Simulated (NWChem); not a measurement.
# C2H4Si (ethynylsilane): levels of theory compared

Aim: a comparison of 4 runs (M06-2X/6-311+G**, M06-L/6-311+G**, r2SCAN/6-311+G**, revPBE/6-311+G**) of C2H4Si (ethynylsilane). 

The calculation is run with NWChem 7.3.0.

**1. The molecule**

C2H4Si: 7 atoms, total charge 0, spin state singlet. As SMILES, `C#C[SiH3]`. Geometry: relaxed at PBE0-D4/def2-TZVP.

Bond lengths: C1–C2 1.206 Å, C2–Si3 1.823 Å, C1–H4 1.066 Å, Si3–H5 1.483 Å, Si3–H6 1.483 Å, Si3–H7 1.483 Å. Angles: C1–C2–Si3 180.0°, C2–C1–H4 180.0°, C2–Si3–H5 109.3°, C2–Si3–H6 109.3°, C2–Si3–H7 109.3°, H5–Si3–H6 109.6°, H5–Si3–H7 109.6°, H6–Si3–H7 109.6°.

**2. Energy and forces at M06-2X/6-311+G(d,p) (run 1)**

run.py reads:

```python
from ase import Atoms
from ase.calculators.nwchem import NWChem

atoms = Atoms(['C', 'C', 'Si', 'H', 'H', 'H', 'H'], positions=[
    [-0.580700, -1.871400, 0.172200],
    [-0.218500, -0.726500, 0.062400],
    [0.329800, 1.004300, -0.103800],
    [-0.901000, -2.883500, 0.269300],
    [-0.094500, 1.528300, -1.425000],
    [-0.281700, 1.818100, 0.974900],
    [1.807900, 1.062900, 0.004400],
])

calc = NWChem(
    label='run',
    theory='dft',
    memory='2200 mb',
    basis='6-311+G**',
    basispar='spherical bse',
    dft={'xc': 'm06-2x', 'mult': '1', 'grid': 'fine', 'convergence': 'energy 1e-08', 'iterations': '100', 'mulliken': None},
)
atoms.calc = calc

forces = atoms.get_forces()
print(f"energy = {atoms.get_potential_energy():.6f} eV")
print("forces (eV/A):")
for s, f in zip(atoms.symbols, forces):
    print(f"{s:2s} {f[0]:10.5f} {f[1]:10.5f} {f[2]:10.5f}")
print("dipole (e A):", atoms.get_dipole_moment().round(4))
```

Run with:

```sh
$ export ASE_NWCHEM_COMMAND="nwchem PREFIX.nwi > PREFIX.nwo"
$ python run.py
```

The log of the run:

```text
energy = -10013.884842 eV
forces (eV/A):
C    -0.00072   -0.00098    0.00021
C    -0.07826   -0.24924    0.02376
Si    0.12357    0.39004   -0.03954
H     0.00540    0.01702   -0.00165
H     0.02797   -0.05749    0.10572
H     0.04232   -0.07888   -0.08150
H    -0.12028   -0.02041   -0.00699
dipole (e A): [-0.0149 -0.0474  0.0046]
```

The calculator wrote run.nwi:

```
title "run"

permanent_dir run

scratch_dir run

start run

geometry units angstrom nocenter noautosym noautoz
  C  -5.8069999999999999e-01 -1.8714000000000000e+00 1.7219999999999999e-01
  C  -2.1850000000000000e-01 -7.2650000000000003e-01 6.2399999999999997e-02
  Si 3.2979999999999998e-01 1.0043000000000000e+00 -1.0380000000000000e-01
  H  -9.0100000000000002e-01 -2.8835000000000002e+00 2.6929999999999998e-01
  H  -9.4500000000000001e-02 1.5283000000000000e+00 -1.4250000000000000e+00
  H  -2.8170000000000001e-01 1.8181000000000000e+00 9.7489999999999999e-01
  H  1.8079000000000001e+00 1.0629000000000000e+00 4.4000000000000003e-03
end

memory 2200 mb

basis spherical bse noprint
   * library 6-311+G**
end

dft
  xc m06-2x
  mult 1
  grid fine
  convergence energy 1e-08
  iterations 100
  mulliken
end

task dft gradient
```

run.nwo:

```text
Northwest Computational Chemistry Package (NWChem) 7.3.0
             --------------------------------------------------------

           Job information
           ---------------

    nwchem branch   = 7.3.0
    use scalapack   = T
    input           = run.nwi
    prefix          = run.
    data base       = run/run.db
    status          = startup
    nproc           =        1

           Memory information
           ------------------

    heap     =     72089598 doubles =      550.0 Mbytes
    stack    =     72089595 doubles =      550.0 Mbytes
    global   =    144179200 doubles =     1100.0 Mbytes (distinct from heap & stack)
    total    =    288358393 doubles =     2200.0 Mbytes
    verify   = yes
    hardfail = no

[... 106 lines left out ...]
  convergence criterion.
[... 38 lines left out ...]
          Spatial weights used:  Erf1
[... 79 lines left out ...]
         Total DFT energy =     -368.003483293766
[... 3 lines left out ...]
 Nuclear repulsion energy =       83.047896751234
[... 772 lines left out ...]
          Convergence on gradient requested:  5.00D-04
[... 25 lines left out ...]
          total energy or number of iterations.
[... 38 lines left out ...]
                 ----------------------------------------
                 |  Time  |  1-e(secs)   |  2-e(secs)   |
                 ----------------------------------------
                 |  CPU   |       0.01   |       5.03   |
                 ----------------------------------------
                 |  WALL  |       0.01   |       5.03   |
                 ----------------------------------------

 Task  times  cpu:       33.4s     wall:       33.4s
 Total times  cpu:       33.4s     wall:       33.4s
```

Run time: 35 s. Hardware: 1 thread of Intel Xeon Platinum 8259CL at 2.50GHz (Skylake/Cascade Lake), shared host; peak memory 0.12 GiB.

**3. Energy and forces at M06-L/6-311+G(d,p) (run 2)**

input.nw reads:

```
echo
start input
memory stack 880 mb heap 220 mb global 1100 mb

geometry units bohr noautosym nocenter noautoz
   C     -1.09736396    -3.53643347     0.32541084
   C     -0.41290516    -1.37288603     0.11791891
   Si     0.62323168     1.89785195    -0.19615357
   H     -1.70264324    -5.44902528     0.50890325
   H     -0.17857912     2.88806844    -2.69285973
   H     -0.53233585     3.43571107     1.84229400
   H      3.41643586     2.00858990     0.00831479
end

basis "ao basis" spherical bse
   * library 6-311+G**
end

dft
   xc m06-l
   mult 1
   grid fine
   convergence energy 1e-08
   maxiter 100
   mulliken
end

task dft gradient
```

Run with:

```sh
$ nwchem input.nw > input.out
```

The log of the run:

```text
[...]
          Wavefunction type:  closed shell.
          No. of atoms     :     7
          No. of electrons :    30
[...]
          Charge           :     0
          Spin multiplicity:     1
[...]
          AO basis - number of functions:    98
[...]
              XC Information
              --------------
                        M06-L Method XC Functional
                         M06-L Exchange Functional  1.000
                       M06-L Correlation Potential  1.000
[...]
 d= 0,ls=0.0,diis     1   -368.0256459373 -4.51D+02  1.26D-02  4.04D-01     3.5
[...]
 d= 0,ls=0.0,diis    11   -368.0550879010 -9.05D-09  2.92D-06  6.26D-09    31.7
         Total DFT energy =     -368.055087900950
      One electron energy =     -670.489909492215
           Coulomb energy =      252.601855302989
    Exchange-Corr. energy =      -33.214924434845
 Nuclear repulsion energy =       83.047890723121
[...]
      Total Density - Mulliken Population Analysis
     ---------------------------------------------
    Atom       Charge   Shell Charges
 -----------   ------   -------------------------------------------------------
    1 C    6     5.62   1.10  0.88  0.63  0.79  1.35  0.52  0.79 -0.55  0.05  0.03
    2 C    6     6.57   1.10  0.88  0.62  0.79  1.43  0.68  0.82  0.35 -0.13  0.03
    3 Si  14    13.60   0.79  1.18  0.97  1.02  0.80  0.57  1.96  3.93  0.64  1.40  0.00  0.17  0.03  0.15
    4 H    1     0.80   0.27  0.50  0.01  0.03
    5 H    1     1.14   0.25  0.61  0.26  0.01
    6 H    1     1.14   0.25  0.61  0.26  0.01
    7 H    1     1.14   0.25  0.61  0.26  0.01
[...]
  wavefunction    = closed shell
                         DFT ENERGY GRADIENTS
    atom               coordinates                        gradient
                 x          y          z           x          y          z
   1 C      -1.097364  -3.536433   0.325411    0.003507   0.011067  -0.001063
   2 C      -0.412905  -1.372886   0.117919   -0.002971  -0.009353   0.000899
   3 Si      0.623232   1.897852  -0.196154   -0.000823  -0.002671   0.000302
   4 H      -1.702643  -5.449025   0.508903   -0.000374  -0.001185   0.000114
   5 H      -0.178579   2.888068  -2.692860   -0.000750   0.000824  -0.002252
   6 H      -0.532336   3.435711   1.842294   -0.001056   0.001291   0.001811
   7 H       3.416436   2.008590   0.008315    0.002467   0.000027   0.000190
[...]
```

Run time: 41 s. Hardware: 1 thread of Intel Xeon Platinum 8259CL at 2.50GHz (Skylake/Cascade Lake), shared host; peak memory 0.12 GiB.

Run 3 isn't shown in full; the table further down has it.

**4. Energy and gradient at revPBE/6-311+G(d,p) (run 4)**

job.nw reads:

```
start job
memory total 2200 mb
geometry units angstrom noautosym nocenter noautoz
 C    -0.580700   -1.871400    0.172200
 C    -0.218500   -0.726500    0.062400
 Si    0.329800    1.004300   -0.103800
 H    -0.901000   -2.883500    0.269300
 H    -0.094500    1.528300   -1.425000
 H    -0.281700    1.818100    0.974900
 H     1.807900    1.062900    0.004400
end
basis spherical bse
 * library 6-311+G**
end
dft
 xc revpbe cpbe96
 mult 1
 grid fine
 convergence energy 1e-08
 maxiter 100
 mulliken
end
task dft gradient
```

Run with:

```sh
$ nwchem job.nw > job.out
```

The log of the run:

```text
[...]
          Wavefunction type:  closed shell.
          No. of atoms     :     7
          No. of electrons :    30
[...]
          Charge           :     0
          Spin multiplicity:     1
[...]
          AO basis - number of functions:    98
[...]
              XC Information
              --------------
                        RevPBE Exchange Functional  1.000
            Perdew 1991 LDA Correlation Functional  1.000 local
           PerdewBurkeErnz. Correlation Functional  1.000 non-local
[...]
 d= 0,ls=0.0,diis     1   -367.9399196074 -4.51D+02  9.33D-03  7.94D-01     2.7
[...]
 d= 0,ls=0.0,diis     9   -367.9803996938 -4.42D-09  2.44D-06  3.16D-07    19.3
         Total DFT energy =     -367.980399693820
      One electron energy =     -670.493552759891
           Coulomb energy =      252.577853490525
    Exchange-Corr. energy =      -33.112597175689
 Nuclear repulsion energy =       83.047896751235
[...]
      Total Density - Mulliken Population Analysis
     ---------------------------------------------
    Atom       Charge   Shell Charges
 -----------   ------   -------------------------------------------------------
    1 C    6     6.14   1.11  0.88  0.64  0.80  1.37  0.56  0.67  0.01  0.08  0.03
    2 C    6     6.18   1.11  0.88  0.63  0.79  1.43  0.64  0.79 -0.17  0.05  0.02
    3 Si  14    13.57   0.79  1.18  0.95  1.03  0.84  0.44  1.98  3.89  0.68  1.42  0.07  0.08  0.07  0.14
    4 H    1     0.86   0.27  0.50  0.07  0.03
    5 H    1     1.08   0.25  0.58  0.24  0.01
    6 H    1     1.08   0.25  0.58  0.24  0.01
    7 H    1     1.08   0.25  0.58  0.24  0.01
[...]
  wavefunction    = closed shell
                         DFT ENERGY GRADIENTS
    atom               coordinates                        gradient
                 x          y          z           x          y          z
   1 C      -1.097364  -3.536433   0.325411    0.008512   0.026890  -0.002581
   2 C      -0.412905  -1.372886   0.117919   -0.007690  -0.024279   0.002329
   3 Si      0.623232   1.897852  -0.196154   -0.000395  -0.001284   0.000161
   4 H      -1.702643  -5.449025   0.508903    0.001432   0.004523  -0.000434
   5 H      -0.178579   2.888068  -2.692860    0.001327  -0.002141   0.004527
   6 H      -0.532336   3.435711   1.842294    0.001980  -0.003150  -0.003666
   7 H       3.416436   2.008590   0.008315   -0.005167  -0.000560  -0.000336
[...]
```

Run time: 26 s. Hardware: 1 thread of Intel Xeon Platinum 8259CL at 2.50GHz (Skylake/Cascade Lake), shared host; peak memory 0.12 GiB.

**5. Overview of the runs**

```csv
run,level,energy (Eh),dipole moment (D),HOMO energy (eV),LUMO energy (eV),wall time
1,M06-2X/6-311+G**,-368.003483,0.24,-9.52,0.18,35 s
2,M06-L/6-311+G**,-368.055088,0.25,-7.29,-0.69,41 s
3,r2SCAN/6-311+G**,-367.982006,0.33,-7.35,-0.78,29 s
4,revPBE/6-311+G**,-367.980400,0.32,-7.05,-0.98,26 s
```

**6. Results**

| quantity | value |
| --- | --- |
| run 4: total energy | -367.98040 Eh |
| run 4: dipole moment | 0.32 D |
| run 4: HOMO energy | -7.05 eV |
| run 4: LUMO energy | -0.98 eV |
| run 4: HOMO–LUMO gap | 6.07 eV |
| run 4: largest force on an atom | 1.456 eV/Å |

The dipole moment (its size) runs from 0.24 D (M06-2X/6-311+G**) to 0.33 D (r2SCAN/6-311+G**). The HOMO–LUMO gap runs from 6.07 eV (revPBE/6-311+G**) to 9.70 eV (M06-2X/6-311+G**). Totals of different functionals can't be ranked against each other. All runs together took 2.2 min, the longest 41 s.
